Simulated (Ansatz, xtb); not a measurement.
# Relative energy of two isomers of C4H8O2

Structure I is `CCCC(=O)O`, a singlet and structure II is `CC(C)C(=O)O`, a singlet. Both are isolated molecules in the gas phase, relaxed with B3LYP/def2-SVP, each in the lowest conformer that the search found.

Estimate which is lower in electronic energy at CCSD(T)/def2-SVP + ΔMP2/def2-TZVPP, and by roughly how much.

Too close to call at this level: CCSD(T)/def2-SVP + ΔMP2/def2-TZVPP gives E(II) − E(I) = −0.92 kcal/mol.

Level by level:

```csv
level,geometry,E(II) − E(I) (kcal/mol),departure from the last row (kcal/mol),"job, with rough time for the two"
GFN2-xTB,GFN2-xTB,−0.70,+0.22,"optimisation, 0.13 s"
HF/STO-3G,GFN2-xTB,+0.51,+1.43,"single point, 0.81 s"
r2SCAN-D4/def2-SVP,GFN2-xTB,−0.46,+0.46,"single point, 3 s"
B3LYP/def2-SVP,B3LYP/def2-SVP,+0.11,+1.03,"optimisation, 45 s"
HF/def2-SVP,B3LYP/def2-SVP,+0.24,+1.16,part of the CCSD(T) run
MP2/def2-SVP,B3LYP/def2-SVP,−1.42,−0.50,part of the CCSD(T) run
CCSD(T)/def2-SVP,B3LYP/def2-SVP,−1.21,−0.29,single point
CCSD(T)/def2-SVP + ΔMP2/def2-TZVPP,B3LYP/def2-SVP,−0.92,,"single point, 45 s"
```

As drawn, both hold the same kinds of bond in the same numbers. Structure I has 1 methyl group, II 2.

The largest departure from CCSD(T)/def2-SVP + ΔMP2/def2-TZVPP is that of HF/STO-3G, 1.43 kcal/mol. The last row adds to CCSD(T) the change of the MP2 difference between the two basis sets, here +0.29 kcal/mol.

With thermal terms from frequencies at re-optimised GFN2-xTB minima (ideal gas, soft modes damped towards free rotors, one conformer each, 298.15 K, 1 atm): the zero-point term adds −0.06 kcal/mol; ΔH is −0.95 and ΔG −0.66 kcal/mol.

The correlated steps freeze 6 core orbitals. Codes used: Ansatz 0.2.0, xtb 6.7.1; the last row on 4 threads of Arm Neoverse V1 on a shared host.
